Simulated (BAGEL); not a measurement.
# Si2H5O (SMILES [SiH2]O[SiH3]): UHF/STO-3G (density fitting with qzvpp-jkfit)

Aim: the vertical electron affinity of Si2H5O at UHF/STO-3G (density fitting with qzvpp-jkfit), from 2 runs. 

Program for the calculation: BAGEL 1.2.2.

2 further runs of the same task are left out: 2 set aside as unsound or not needed. Runs told in other sessions of the task aren't counted.

## (1) Starting point

The species is Si2H5O (8 atoms), meant as a doublet with charge 0. As SMILES, `[SiH2]O[SiH3]`. Geometry: relaxed at PBE0-D4/def2-TZVP. This is one conformer, not always the lowest.

Bond lengths: Si1–O2 1.637 Å, O2–Si3 1.638 Å, Si1–H4 1.490 Å, Si1–H5 1.494 Å, Si3–H6 1.482 Å, Si3–H7 1.485 Å, Si3–H8 1.486 Å. Angles: Si1–O2–Si3 146.3°, O2–Si1–H4 107.9°, O2–Si1–H5 109.9°, O2–Si3–H6 108.1°, O2–Si3–H7 109.9°, O2–Si3–H8 110.1°, H4–Si1–H5 110.4°, H6–Si3–H7 109.7°, H6–Si3–H8 109.8°, H7–Si3–H8 109.2°.

## (2) A single-point energy at UHF/STO-3G (density fitting with qzvpp-jkfit)

File input.json:

```json
{ "bagel" : [

{
  "title" : "molecule",
  "basis" : "sto-3g",
  "df_basis" : "qzvpp-jkfit",
  "angstrom" : "true",
  "geometry" : [
    { "atom" : "Si", "xyz" : [      -1.281200,       0.933000,      -0.865900 ] },
    { "atom" : "O", "xyz" : [      -0.352300,      -0.279200,      -0.276900 ] },
    { "atom" : "Si", "xyz" : [       0.765000,      -0.723000,       0.835900 ] },
    { "atom" : "H", "xyz" : [      -1.902800,       0.458100,      -2.133600 ] },
    { "atom" : "H", "xyz" : [      -0.440600,       2.142000,      -1.118700 ] },
    { "atom" : "H", "xyz" : [       1.291900,      -2.054600,       0.453100 ] },
    { "atom" : "H", "xyz" : [       0.138100,      -0.799300,       2.180400 ] },
    { "atom" : "H", "xyz" : [       1.874100,       0.266000,       0.869800 ] }
  ]
},

{
  "title" : "uhf",
  "nopen" : 1
},

{
  "title" : "print",
  "file" : "orbitals.molden",
  "orbitals" : "true"
}

]}
```

Launch:

```
BAGEL_NUM_THREADS=1 BAGEL input.json > input.out
```

The program printed:

```text
* using 1 threads per process

  ===============================================================
  ===============================================================

  *** Geometry ***

  { "atom" : "Si", "xyz" : [     -2.421117,      1.763114,     -1.636314 ] },
  { "atom" : "O", "xyz" : [     -0.665751,     -0.527612,     -0.523265 ] },
  { "atom" : "Si", "xyz" : [      1.445640,     -1.366272,      1.579622 ] },
  { "atom" : "H", "xyz" : [     -3.595771,      0.865684,     -4.031920 ] },
  { "atom" : "H", "xyz" : [     -0.832613,      4.047793,     -2.114037 ] },
  { "atom" : "H", "xyz" : [      2.441337,     -3.882631,      0.856235 ] },
  { "atom" : "H", "xyz" : [      0.260971,     -1.510458,      4.120359 ] },
  { "atom" : "H", "xyz" : [      3.541536,      0.502667,      1.643684 ] },

  Number of auxiliary basis functions:      423

  Since a DF basis is specified, we compute 2- and 3-index integrals:
    o Being stored without compression. Storage requirement is 0.003 GB

  Number of basis functions:       28
  Number of electrons      :       41

    * METHOD: MOLECULE                             0.10

  *** Open-shell HF ***

  === Nuclear Repulsion ===
   149.8189187171

      * DIIS with orbital gradients will be used.

  === UHF iteration (sto-3g) ===
      0       -647.87322497          0.02605663           0.02
      1       -647.92155510          0.00959371           0.02
      2       -647.92842898          0.00392535           0.02
      3       -647.92957703          0.00080468           0.02
      4       -647.92980378          0.00017155           0.02
      5       -647.92983904          0.00004083           0.02
      6       -647.92984464          0.00001582           0.02
      7       -647.92984603          0.00000627           0.02
      8       -647.92984622          0.00000230           0.02
      9       -647.92984624          0.00000048           0.02
     10       -647.92984624          0.00000020           0.02
     11       -647.92984624          0.00000006           0.02
     12       -647.92984624          0.00000003           0.02
     13       -647.92984624          0.00000001           0.02
     14       -647.92984624          0.00000000           0.02
    * SCF iteration converged.

    * S^2 (UHF) is 0.7521

    * Permanent dipole moment:
           (    0.114673,    -0.183354,    -0.323723) a.u.

    * METHOD: UHF                                  0.39

    * METHOD: PRINT                                0.00

  ===============================================================
```

Wall time 0.64 s (1 thread of Arm Neoverse V2, shared host).

## (3) The singlet anion at the same level

input.json: that of step 2 with these lines changed.

```diff
@@ -6,3 +6,3 @@
   "df_basis" : "qzvpp-jkfit",
-  "angstrom" : "true",
+  "angstrom" : true,
   "geometry" : [
@@ -19,12 +19,5 @@
 
-{
-  "title" : "uhf",
-  "nopen" : 1
-},
+{ "title" : "hf", "charge" : -1 },
 
-{
-  "title" : "print",
-  "file" : "orbitals.molden",
-  "orbitals" : "true"
-}
+{ "title" : "print", "file" : "orbitals.molden", "orbitals" : true }
```

Launch:

```
BAGEL_NUM_THREADS=1 BAGEL input.json > input.out
```

The program printed:

```text
* using 1 threads per process

  ===============================================================
  ===============================================================

  *** Geometry ***

  { "atom" : "Si", "xyz" : [     -2.421117,      1.763114,     -1.636314 ] },
  { "atom" : "O", "xyz" : [     -0.665751,     -0.527612,     -0.523265 ] },
  { "atom" : "Si", "xyz" : [      1.445640,     -1.366272,      1.579622 ] },
  { "atom" : "H", "xyz" : [     -3.595771,      0.865684,     -4.031920 ] },
  { "atom" : "H", "xyz" : [     -0.832613,      4.047793,     -2.114037 ] },
  { "atom" : "H", "xyz" : [      2.441337,     -3.882631,      0.856235 ] },
  { "atom" : "H", "xyz" : [      0.260971,     -1.510458,      4.120359 ] },
  { "atom" : "H", "xyz" : [      3.541536,      0.502667,      1.643684 ] },

  Number of auxiliary basis functions:      423

  Since a DF basis is specified, we compute 2- and 3-index integrals:
    o Being stored without compression. Storage requirement is 0.003 GB

  Number of basis functions:       28
  Number of electrons      :       41

    * METHOD: MOLECULE                             0.10

  *** RHF ***

  === Nuclear Repulsion ===
   149.8189187171

      * DIIS with orbital gradients will be used.

  === RHF iteration (sto-3g) ===
      0       -647.64065337          0.01493196           0.01
      1       -647.70435693          0.00568154           0.01
      2       -647.71391632          0.00111553           0.01
      3       -647.71474008          0.00020433           0.01
      4       -647.71478184          0.00004207           0.01
      5       -647.71478378          0.00000906           0.01
      6       -647.71478387          0.00000290           0.01
      7       -647.71478388          0.00000039           0.01
      8       -647.71478388          0.00000011           0.01
      9       -647.71478388          0.00000003           0.01
     10       -647.71478388          0.00000001           0.01
    * SCF iteration converged.

    * Permanent dipole moment:
           (   -1.748391,     1.312432,    -1.100762) a.u.

    * METHOD: HF                                   0.17

    * METHOD: PRINT                                0.00

  ===============================================================
```

It took 0.44 s on 1 thread of Arm Neoverse V2, shared host.

## (4) Results

Level: UHF/STO-3G (density fitting with qzvpp-jkfit).

| quantity | value |
| --- | --- |
| doublet Si2H5O: total energy | -647.92985 Eh |
| doublet Si2H5O: dipole moment | 0.99 D |
| doublet Si2H5O: ⟨S²⟩ | 0.752 |
| singlet anion: total energy | -647.71478 Eh |
| singlet anion: HOMO energy | 5.17 eV |
| singlet anion: LUMO energy | 18.28 eV |
| singlet anion: HOMO–LUMO gap (to an unbound level, set by the basis) | 13.11 eV |
| vertical electron affinity (to the singlet anion) | -5.852 eV |

**Reading.** The anion lies 5.85 eV (565 kJ/mol) above the neutral: the electron isn't bound at this level, and such a value depends on the basis. Without diffuse functions anions come out too high. Hartree–Fock misses the correlation that binds many anions. In a minimal basis such a difference can be off by several eV, whatever the method. The HOMO (singlet anion) lies at positive energy, 5.17 eV: the electron is unbound at this level or held by a compact basis; values depend on the basis.
